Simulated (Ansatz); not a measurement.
This Ansatz (a quantum-chemistry and plane-wave program) input (MP2/def2-QZVPPD) gives -115.76466 Eh with 288 basis functions. A basis named .json is the Basis Set Exchange file of that set (core-valence sets with the plain set on hydrogen).

Ansatz 0.2 input:
```yaml
crystal:
  periodic: [false, false, false]
  atoms:
    - {symbol: C, position_ang: [-0.01161473, -0.02640307, 0.83180950]}
    - {symbol: C, position_ang: [0.01051919, -0.75709445, -0.62801581]}
    - {symbol: C, position_ang: [0.00595158, 0.55569554, -0.51323913]}
    - {symbol: H, position_ang: [0.88841082, -0.06781218, 1.45981855]}
    - {symbol: H, position_ang: [-0.92871443, -0.07190482, 1.43431575]}
    - {symbol: H, position_ang: [0.01116736, 1.50652892, -1.03746167]}
basis:
  gaussian:
    orbitals: def2-QZVPPD.json
total_charge: -1
magnetization: {spin_polarized: false}
correlation: {method: mp2, electrons: outside_noble_gas}
```

Change:
```diff
- orbitals: def2-QZVPPD.json
+ orbitals: pcseg-3.json
```

### Question
What does the run give now?

### Answer
-115.75889 Eh (MP2/pcseg-3, 279 functions), a change of +5.77 mEh.
